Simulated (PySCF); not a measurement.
## Potential energy of SN along the bond

Set-up: basis S x2c-TZVPPall, N x2c-TZVPPall; spin-free X2C with a Gaussian nucleus; PySCF 2.14. Energies in eV from S + N in their ground configurations at the same level. State: ²Π (doublet), unpaired electrons π ↑.

| R (Å) | r²SCAN | PBE | PW91 | ωB97X |
| --- | --- | --- | --- | --- |
| 1.280 | -2.868 | -3.398 | -3.427 | -2.941 |
| 1.340 | -3.961 | -4.533 | -4.551 | -3.993 |
| 1.400 | -4.574 | -5.187 | -5.195 | -4.559 |
| 1.444 | -4.801 | -5.444 | -5.447 | -4.746 |
| 1.489 | -4.878 | -5.550 | -5.549 | -4.781 |
| 1.534 | -4.838 | -5.540 | -5.535 | -4.698 |
| 1.593 | -4.652 | -5.392 | -5.384 | -4.452 |
| 1.668 | -4.275 | -5.057 | -5.046 | -4.014 |
| 1.757 | -3.729 | -4.524 | -4.512 | -3.436 |
| 1.876 | -3.010 | -3.731 | -3.722 | -2.696 |

Put a parabola through the three lowest points of the r²SCAN curve and estimate Re, k and ωe (reduced mass 9.738 u; 1 eV/Å² = 0.16022 mdyn/Å; ωe = 1302.8·√(k/μ) cm⁻¹).

Through R = 1.444, 1.489, 1.534 Å the second-order coefficient is 28.9 eV/Å², so Re ≈ 1.496 Å, k ≈ 9.26 mdyn/Å and ωe ≈ 1270 cm⁻¹. A polynomial fit of higher order to the unrounded r²SCAN energies gives Re = 1.494 Å, k = 8.99 mdyn/Å, ωe = 1252 cm⁻¹; anharmonicity and rounding make the difference.

The higher-order fit for each curve: r²SCAN: Re = 1.494 Å, ωe = 1252 cm⁻¹, De = 4.88 eV; PBE: Re = 1.507 Å, ωe = 1210 cm⁻¹, De = 5.56 eV; PW91: Re = 1.505 Å, ωe = 1210 cm⁻¹, De = 5.56 eV; ωB97X: Re = 1.478 Å, ωe = 1328 cm⁻¹, De = 4.78 eV.

⟨S²⟩ of the unrestricted solution departs from its pure value on part of the curve, where spin states mix. The state is the lowest determinant that a PBE0 search found; another state may lie lower at other levels.
